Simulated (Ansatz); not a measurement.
A made-up structure of CH₃OSi, doublet:

| atom | x (Å) | y (Å) | z (Å) |
| --- | --- | --- | --- |
| C1 | -1.3031 | -0.4557 | -0.7059 |
| Si2 | 0.3599 | 0.2798 | -0.3249 |
| O3 | 1.2466 | 0.2588 | 1.2738 |
| H4 | -2.3780 | -0.9330 | -0.9458 |
| H5 | 1.3181 | 1.0844 | -1.3915 |
| H6 | 0.7565 | -0.2342 | 2.0943 |

It is relaxed with PBE-D4/def2-SVP and then PBE0-D4/def2-TZVP (Ansatz 0.2.0). Atoms count as bonded within 1.22 times the sum of their covalent radii (H–H: 0.88 Å). The end point is not checked to be a true minimum.

(1) Does its bonding change? (Judge from chemistry; the calculation decides.)

## Answers

(1) Computed: No: no bond forms or breaks.

Where it ends: The first stage lowers the energy by 1.32 eV in 6 steps. It ends as CH₃OSi ([CH][SiH][OH]):
C1  (-1.163, -0.406, -0.631)
Si2  (0.322, 0.250, -0.290)
O3  (1.113, 0.231, 1.137)
H4  (-2.123, -0.834, -0.842)
H5  (1.178, 0.969, -1.242)
H6  (0.674, -0.210, 1.869)
(Å)

Labels in which every atom is bracketed show which atoms are joined, not bond orders.

For scale, one of the runs: PBE0-D4/def2-TZVP relaxation, 117 basis functions, launched by `ansatz run in.yaml --threads 2 --pin off --events-out ev --progress --plain --max-ram 4352MiB`. Hardware: 2 CPU threads of an Arm Neoverse V1, shared host. Wall time about 23 s.
